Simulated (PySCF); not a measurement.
butadiene (C4H6), SMILES C=CC=C. Atoms are numbered in the order given.

```xyz
10

C     -0.1091     1.8510     0.0000
C      0.4009     0.6058     0.0000
C     -0.4009    -0.6058     0.0000
C      0.1091    -1.8510     0.0000
H     -1.1918     2.0188     0.0000
H      0.5344     2.7347     0.0000
H      1.4909     0.4692     0.0000
H     -1.4909    -0.4692     0.0000
H     -0.5344    -2.7347     0.0000
H      1.1918    -2.0188     0.0000
```
Charge 0, spin multiplicity 1.

Coordinates come from a r2SCAN-D4/def2-SVP optimisation. Other conformers were not sampled.

The numbers are results of PySCF with TDDFT-PBE0/def2-SVPD, not measurements.

Vertical excitations. Isolated molecule, no solvent. State labels are in the subgroup C2h.

```tsv
state	symmetry	energy (eV)	λ (nm)	f	main pairs
S1	Bu	5.81	214	0.685	HOMO→LUMO 99 %
S2	Bg	6.78	183	0.000	HOMO→LUMO+1 99 %
S3	Au	6.97	178	0.001	HOMO→LUMO+2 85 %
S4	Ag	7.01	177	0.000	HOMO→LUMO+3 65 %, HOMO−1→LUMO 35 %
S5	Au	7.13	174	0.008	HOMO−2→LUMO 88 %
S6	Au	7.18	173	0.042	HOMO→LUMO+4 84 %
S7	Ag	8.09	153	0.000	HOMO−1→LUMO 62 %, HOMO→LUMO+3 33 %
S8	Bg	8.17	152	0.000	HOMO→LUMO+5 56 %, HOMO−3→LUMO 40 %
S9	Bg	8.23	151	0.000	HOMO−3→LUMO 55 %, HOMO→LUMO+5 42 %
S10	Au	8.27	150	0.002	HOMO−4→LUMO 98 %
T1	Bu	3.04	407	0	HOMO→LUMO 96 %
T2	Ag	5.03	247	0	HOMO−1→LUMO 57 %, HOMO→LUMO+3 40 %
T3	Bg	6.68	186	0	HOMO→LUMO+1 98 %
T4	Au	6.72	185	0	HOMO−2→LUMO 94 %
```
Triplets are in the Tamm–Dancoff approximation, which puts them higher than full response would, so one can lie above its singlet here.
